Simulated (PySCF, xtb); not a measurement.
## Relative energy of two isomers of BH2PS

We compare X, `B1PS1`, a singlet, with Y, `PB=S`, a singlet. Both are isolated molecules in the gas phase, relaxed with B3LYP-D4/def2-SVP; the shapes shown needn't be the lowest conformers.

X (Å):

```xyz
5

B     0.7502   -0.7150    1.3647
P     0.1481    1.0449    1.8129
S    -0.9410   -0.9097    1.7481
H     1.6709   -1.3879    1.0134
H     0.5638    1.0006    3.1897
```

Y (Å):

```yaml
atoms:
  - { symbol: B, position_ang: [0.0894, -0.2107, 0.9801] }
  - { symbol: P, position_ang: [1.3317, -0.5355, 2.3681] }
  - { symbol: S, position_ang: [-0.8841, -0.0053, -0.2929] }
  - { symbol: H, position_ang: [0.3437, -0.9703, 3.3040] }
  - { symbol: H, position_ang: [1.3420, 0.8169, 2.8287] }
```

Q: Which of the two would you expect CCSD(T)/def2-TZVP electronic energies to favour?

A: Structure Y; the calculation gives E(Y) − E(X) = −40.0 kJ/mol.

The same difference at several levels:

```json
{"level": "GFN2-xTB", "geometry": "GFN2-xTB", "E(Y) − E(X) (kJ/mol)": "+28.5", "departure from the last row (kJ/mol)": "+68.6", "job, with rough time for the two": "optimisation, 0.1 s"}
{"level": "HF/STO-3G", "geometry": "GFN2-xTB", "E(Y) − E(X) (kJ/mol)": "−47.4", "departure from the last row (kJ/mol)": "−7.3", "job, with rough time for the two": "single point, 1.3 s"}
{"level": "r2SCAN-D4/def2-SVP", "geometry": "GFN2-xTB", "E(Y) − E(X) (kJ/mol)": "−43.4", "departure from the last row (kJ/mol)": "−3.3", "job, with rough time for the two": "single point, 7.5 s"}
{"level": "B3LYP-D4/def2-SVP", "geometry": "B3LYP-D4/def2-SVP", "E(Y) − E(X) (kJ/mol)": "−49.0", "departure from the last row (kJ/mol)": "−9.0", "job, with rough time for the two": "optimisation, 25 s"}
{"level": "HF/def2-TZVP", "geometry": "B3LYP-D4/def2-SVP", "E(Y) − E(X) (kJ/mol)": "−53.5", "departure from the last row (kJ/mol)": "−13.4", "job, with rough time for the two": "part of the CCSD(T) run"}
{"level": "MP2/def2-TZVP", "geometry": "B3LYP-D4/def2-SVP", "E(Y) − E(X) (kJ/mol)": "−37.2", "departure from the last row (kJ/mol)": "+2.8", "job, with rough time for the two": "part of the CCSD(T) run"}
{"level": "CCSD(T)/def2-TZVP", "geometry": "B3LYP-D4/def2-SVP", "E(Y) − E(X) (kJ/mol)": "−40.0", "departure from the last row (kJ/mol)": "", "job, with rough time for the two": "single point, 55 s"}
```

As drawn, Y has 1 B=S, 1 P–H in place of 1 P–S, 1 B–S, 1 B–H. Structure X has a 3-membered ring, Y no ring.

GFN2-xTB puts the two in the other order. The largest departure from CCSD(T)/def2-TZVP is that of GFN2-xTB, 68.6 kJ/mol.

With thermal terms from frequencies at re-optimised GFN2-xTB minima (ideal gas, soft modes damped towards free rotors, one conformer each, 298.15 K, 1 atm): on the last row, ΔE + ΔZPE = −41.7, ΔH = −40.0, ΔG = −43.2 kJ/mol.

The correlated steps freeze 11 core orbitals. Codes used: PySCF 2.14.0, xtb 6.7.1; the last row on 2 threads of Arm Neoverse V2 on a shared host.
